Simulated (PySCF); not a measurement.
# Converging BN⁺ in the basis (PBE0)

PySCF, UKS reference; quartet, unpaired electrons σ ↑, π ↑↑; De to B⁺ + N without counterpoise correction.

```csv
basis,relativity,functions,Re (Å),ωe (cm⁻¹),De (eV),μ (D)
"6-311G(d,p)",no relativity,36,1.434,1174,2.17,-2.88
aug-pcseg-1,no relativity,46,1.437,1167,2.16,-2.83
cc-pVTZ,no relativity,60,1.436,1171,2.23,-2.84
def2-TZVP,no relativity,62,1.435,1168,2.22,-2.84
def2-TZVPPD,no relativity,74,1.435,1167,2.22,-2.84
```

Problem. How does each smaller set differ from the one with most functions, def2-TZVPPD?

Solution. 6-311G(d,p): -0.1 pm, +0.6 % in ωe, -0.05 eV in De; aug-pcseg-1: +0.2 pm, +0.0 % in ωe, -0.06 eV in De; cc-pVTZ: +0.1 pm, +0.3 % in ωe, +0.01 eV in De; def2-TZVP: +0.0 pm, +0.1 % in ωe, +0.00 eV in De. All at PBE0; the set with most functions is neither the basis-set limit nor always the best.

A positive dipole points towards N; it is taken about the centre of mass and depends on that origin. For an ion De counts to the pair picked by the measured ionisation energies or electron affinities, which need not be the lowest pair at this level. The state was picked by a PBE0 search and need not be the measured ground state.
